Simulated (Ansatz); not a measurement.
Two isomers of C4H6O: A = `C=COC=C`, B = `OC1=CCC1`.

Isolated molecules relaxed with PBE0-D4/def2-TZVP in Ansatz; ΔE leaves out vibrations. CCSD(T)/CBS is the MP2 limit (def2-TZVPP, def2-QZVPP) plus CCSD(T) − MP2 in def2-TZVPP, frozen cores. DFT in def2-TZVPP. Each species was taken in one conformer, which may not be the lowest.

(1) Which is lower in electronic energy at CCSD(T)/CBS, and by how much? (An estimate is asked.)

(2) Give E(B) − E(A) in kJ/mol with BLYP-D4, B2PLYP, ωB97M-V, r2SCAN-D4, CCSD(T)/def2-SVP, LDA (SPW92), CCSD/def2-TZVPP. (An estimate is asked.)

(3) Does the order hold for the free energy at 298.15 K (harmonic terms from PBE0-D4)? (Estimate.)

Largest T1 diagnostic: 0.013.

Results:

(1) The calculation gave: B, by 16.9 kJ/mol.

(2) Computed: BLYP-D4 12.3, B2PLYP -5.7, ωB97M-V -17.6, r2SCAN-D4 -13.0, CCSD(T)/def2-SVP -12.9, LDA (SPW92) -35.4, CCSD/def2-TZVPP -15.8. The order is the other way round with BLYP-D4.

(3) The calculation gave: Yes: G(B) − G(A) = -9.3 kJ/mol, for one conformer each.

From r2SCAN to r2SCAN0 (25 % exact exchange), in def2-TZVPP and without D4, E(B) − E(A) moves by −10.3 kJ/mol. In def2-TZVPP, CCSD(T) changes the Hartree–Fock value by −20.2 kJ/mol (the triples alone add +0.7 kJ/mol) and MP2 by −34.6 kJ/mol.
